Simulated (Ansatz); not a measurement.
Geometry optimisation, RKS PBE-D4/def2-SVP (Ansatz).

input.yaml

```yaml
crystal:
  periodic: [false, false, false]
  atoms:
    - { symbol: O, position_ang: [-1.6515, 0.2651, -0.6549] }
    - { symbol: B, position_ang: [-0.2535, 0.1948, -0.7919] }
    - { symbol: Al, position_ang: [0.8886, 0.0006, 0.8852] }
    - { symbol: H, position_ang: [-1.9537, -0.6129, -0.7142] }
    - { symbol: H, position_ang: [0.2585, 0.2231, -1.8755] }
    - { symbol: H, position_ang: [0.2378, -0.0237, 2.3405] }
    - { symbol: H, position_ang: [2.535, -0.115, 0.7651] }
basis:
  gaussian: { orbitals: def2-SVP }
hamiltonian:
  xc: pbe
  dispersion: d4
relax:
  f_tol: 0.015
  max_steps: 40
```

Command:

```bash
$ ansatz run input.yaml --threads 1 --pin off --max-ram 2048MiB --backend cpu --events-out ev --progress --plain --runs-dir out
```

**Question.** Where does it end, and by what steps?

**Answer.** It converged. After 14 steps the energy has fallen by 1.139 eV; H6 moved furthest, 1.02 Å.

| step | energy less start (eV) | largest force component (eV/Å) | accepted |
| --- | --- | --- | --- |
| 0 | 0.0000 | 2.339 | yes |
| 1 | -0.2681 | 0.767 | yes |
| 2 | -0.4187 | 2.540 | yes |
| 3 | -0.6062 | 2.579 | yes |
| 4 | -0.9835 | 1.147 | yes |
| 5 | -1.0717 | 0.538 | yes |
| 6 | -1.0774 | 0.323 | yes |
| 7 | -1.0876 | 0.187 | yes |
| 8 | -1.0910 | 0.475 | yes |
| 9 | -1.1205 | 0.127 | yes |
| 10 | -1.1229 | 0.275 | yes |
| 11 | -1.1264 | 0.554 | yes |
| 12 | -1.1384 | 0.143 | yes |
| 13 | -1.1392 | 0.021 | yes |
| 14 | -1.1394 | 0.011 | yes |

```xyz
7
Properties=species:S:1:pos:R:3
O -1.423 -0.707 -0.705
B -0.379 0.170 -0.637
Al 0.995 0.027 1.010
H -1.986 -0.562 -1.490
H -0.263 1.013 -1.530
H 0.771 0.842 2.383
H 2.345 -0.850 0.923
```

Whether the end is a true minimum wasn't checked by a vibrational analysis.

Run time: 41 s on 1 thread of Arm Neoverse N1, on a shared host, peak memory 0.12 GiB.
